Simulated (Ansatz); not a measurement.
bcc Ta: Voigt–Reuss–Hill shear modulus by level of theory

No measured value is used here.

```csv
level (code),value (GPa),cell (Å³/atom)
LDA+SOC (Ansatz),69.2,17.21
PBE (Ansatz),63.4,18.28
r²SCAN+SOC (Ansatz),65.7,18.04
```

Density-functional levels without +SOC have no spin–orbit coupling. LDA+SOC, PBE, r²SCAN+SOC: shear constants of such metals converge slowly with the k mesh. Each level is taken at its own relaxed cell. Cutoffs differ between the levels. Ansatz's density-functional and Hartree–Fock values are scalar-relativistic unless marked +SOC, with PAW data made under PBE.

Ansatz is a quantum-chemistry and plane-wave program.
